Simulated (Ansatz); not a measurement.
Results of r²SCANh (plane waves, PAW; Ansatz, an electronic-structure program) for bcc Li.

Settings: plane-wave cutoff 520 eV, 14×14×14 k mesh, Fermi–Dirac smearing 0.05 eV, scalar-relativistic PAW data made under PBE.

Energies at three volumes about the minimum:

| V (Å³/atom) | E − E_lowest (meV/atom) |
|---|---|
| 20.375 | 1.19 |
| 21.071 | 0.00 |
| 21.598 | 0.36 |

Question: Fit a parabola by hand: where is the minimum, what lattice constant follows, and what is the bulk modulus?

Answer: Slopes: (0.00 − 1.19)/(21.071 − 20.375) = -1.710 and (0.36 − 0.00)/(21.598 − 21.071) = 0.683 meV/Å³. Curvature E″ = 2 × (0.683 − (-1.710))/(21.598 − 20.375) = 3.913 meV/Å⁶. From the middle of the first interval, the slope vanishes at V0 = 20.7230 − (-1.710)/3.913 = 21.160 Å³/atom. B = V0 E″ = 21.160 × 3.913 meV/Å³ × 0.1602 GPa per meV/Å³ = 13.3 GPa. With 2 atoms in the cube, a = (2 × 21.160)^(1/3) = 3.485 Å. The full Birch–Murnaghan fit to all volumes gives V0 = 21.148 Å³/atom and B0 = 12.9 GPa.

Measured, for comparison: bulk modulus 13.8 GPa (corrected for temperature and zero-point phonon effects, our sources range from 13.1 to 13.9; as tabulated in Levämäki et al. (2014), arXiv:1402.3671); lattice constant a 3.449 Å (low-temperature or extrapolated to 0 K; zero-point anharmonic expansion removed, our sources range from 3.443 to 3.453; as tabulated in Csonka et al. (2009), arXiv:0903.4037). Computed (rounded) less measured: bulk modulus -7 % (-2 % to -7 % over the range).
